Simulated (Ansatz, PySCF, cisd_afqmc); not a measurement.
Species: CS, charge 0, singlet. CS (SMILES [C-]#[S+]).
B3LYP-D3(BJ)/def2-TZVP minimum from Ansatz (an electronic-structure program):
```
C
S 1 1.5320
```

Atomisation energy term by term, kcal/mol (programs: Ansatz, cisd_afqmc). Radicals and triplets start from unrestricted determinants; spin-orbit coupling is neglected. Cores are frozen in correlated methods. Rows without X2C or -DK are non-relativistic. AFQMC is phaseless with a CISD trial state; ± is one standard error, without the phaseless bias. Outlying blocks are dropped, and bars are widened where a walk drifts. Over all cases where full CI ran beside it in this data, AFQMC minus full CI had a median of +0.1 mEh and passed +0.4 mEh in a tenth of the cases. CBS(X,Y): correlation extrapolated as X^-3, Hartree-Fock from the larger set (Q,5: extrapolated as (X+1)exp(-9√X)). A bracket is a step between two methods taken in the basis named. '+ core + X2C': CCSD(T) terms for core correlation (cc-pwCVTZ, 1s frozen past Ne) and scalar relativity (cc-pVTZ-DK). The T1 diagnostic of CS ([C-]#[S+], singlet) reaches 0.025 in the sets run.

```
term                                                          basis  kcal/mol
-----------------------  ------------------------------------------  --------
Hartree-Fock                           CBS(cc-pV(Q+d)Z,cc-pV(5+d)Z)     97.43
CCSD correlation                       CBS(cc-pV(Q+d)Z,cc-pV(5+d)Z)     63.72
(T)                                    CBS(cc-pV(Q+d)Z,cc-pV(5+d)Z)      9.77
CCSDT(Q) - CCSD(T)                                      cc-pV(5+d)Z      0.50
CCSDTQ - CCSDT(Q)                                       cc-pV(D+d)Z     -0.09
core correlation                                          cc-pwCVTZ      0.90
scalar relativity                                   X2C, cc-pVTZ-DK     -0.14
minus zero-point energy  Hessian by PySCF at B3LYP-D3(BJ)/def2-TZVP     -1.87
sum: D0                                                                 170.2
```

The step beyond CCSD(T) by other levels: CCSDTQ in cc-pV(D+d)Z 0.60; AFQMC/CISD in cc-pV(D+d)Z 0.31 ± 0.27; CCSDT(Q) in cc-pV(D+d)Z 0.69; AFQMC/CISD in cc-pV(T+d)Z 0.23 ± 0.21; CCSDT(Q) in cc-pV(T+d)Z 0.55; AFQMC/CISD in cc-pV(Q+d)Z 0.00 ± 0.28; CCSDT(Q) in cc-pV(Q+d)Z 0.52 kcal/mol.
